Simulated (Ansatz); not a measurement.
# H2C–SH, doublet: the ladder up to UCCSDT(Q)

Geometry: displaced at random from a stationary point.

```xyz
5

C     0.1166    0.0482    1.1729
S    -0.0483   -0.0547   -0.5193
H     0.0283    0.9735    1.6869
H     0.1114   -0.9599    1.7439
H     0.0084    1.1518   -0.8878
```

Basis cc-pVDZ; Ansatz 0.2.0. Correlated methods freeze the noble-gas cores, which leaves 13 electrons in 41 orbitals. R marks a restricted (for open shells ROHF) determinant, U an unrestricted one.

Full CI isn't at hand for all of this; UCCSDT(Q) serves as the reference, and is uncertain by the last step of the cluster series or more. The frozen core follows each run's orbitals, which can shift R against U totals by a few meV.

For open shells CISD is restricted-active-space CI with the open shells as a complete middle space.

* UHF ⟨S²⟩: 0.767
* T1 diagnostic (RCCSD): 0.0226
* largest doubles amplitude (RCCSD): 0.030
* T1 diagnostic (UCCSD): 0.0182

```csv
level,E − E(UCCSDT(Q)) (kJ/mol),share of correlation (%),wall time
RHF,801.4,0.00,–
UHF,787.1,1.78,–
RMP2,112.9,85.91,–
UMP2,114.9,85.66,–
CISD,90.4,88.71,3.5 s
RCCSD,24.1,97.00,–
UCCSD,23.8,97.04,–
RCCSD(T),3.5,99.57,3.9 s
UCCSD(T),3.5,99.56,3.7 s
BCCD(T),3.3,99.58,1.6 s
RCCSDT,1.4,99.83,–
UCCSDT,1.3,99.83,–
RCCSDT(Q),0.1,99.99,62 s
```

The correlation energy at UCCSDT(Q), counted from RHF, is -8.306 eV. That run took 55 s on 1 thread of Intel Xeon, shared host.

Times hold each run's SCF and search for its determinant on a shared host, so for small cases they say little of a method's own cost; they ran on 1 thread of Intel Xeon. Some runs computed forces too.
